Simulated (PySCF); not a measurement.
Working out the ionisation energy of Li

Li [He] 2s1 (2S) → Li⁺ 1s2 (1S). All numbers are calculated (PySCF 2.14, scalar relativity by spin-free X2C-1e, in x2c-QZVPPall with one added diffuse shell each of s, p type (7s5p2d1f, 39 functions)). Frozen: nothing. Energies in hartree (1 hartree = 27.21139 eV):

```
            part  Li (lower)  Li⁺ (upper)
             UHF   -7.433413    -7.237065
CCSD correlation   -0.023372    -0.022188
             (T)   -0.000026     0.000000
```

Q: What does Hartree-Fock give?

A: (-7.237065) − (-7.433413) = 0.196348 hartree = 5.343 eV.

Q: What do CCSD and CCSD(T) give?

A: The CCSD correlation energies differ by 0.001184 hartree = 0.032 eV and the triples by 0.000026 hartree = 0.001 eV, so CCSD gives 5.375 eV and CCSD(T) 5.376 eV.

Measured between the centres of the two terms (NIST): 5.392 eV, so CCSD(T) (valence and next inner shell) is off by -0.016 eV.

What remains against the reference includes basis incompleteness and higher excitations.
